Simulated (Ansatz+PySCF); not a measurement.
Values are calculated unless marked as measured or tabulated.
## Ansatz (development build ahead of 0.2.0) run

```yaml
crystal:
  periodic: [false, false, false]
  atoms:
    - { symbol: O, position_ang: [0.00988, 0.42117, 0.50155] }
    - { symbol: O, position_ang: [0.00131, -0.42549, -0.49376] }
    - { symbol: H, position_ang: [-0.00675, -0.16129, 1.32183] }
    - { symbol: H, position_ang: [0.00401, 0.16674, -1.32091] }
basis:
  gaussian: { orbitals: cc-pVTZ }
total_charge: 1
magnetization:
  spin_polarized: true
  initial_magnetization: 1
hamiltonian:
  xc: hf
correlation:
  method: ccsd_t
  frozen_orbitals: { H: 0, O: 1 }
```

The input is written out in the form of the current development build from the run's settings.

Output:

```
Converged                       : yes
Reference energy                : -150.48099 hartree
CCSD correlation energy         : -0.47650 hartree
Triples correction              : -0.01862 hartree
Total energy                    : -150.97610 hartree
Spin squared of the determinant : 0.771
```
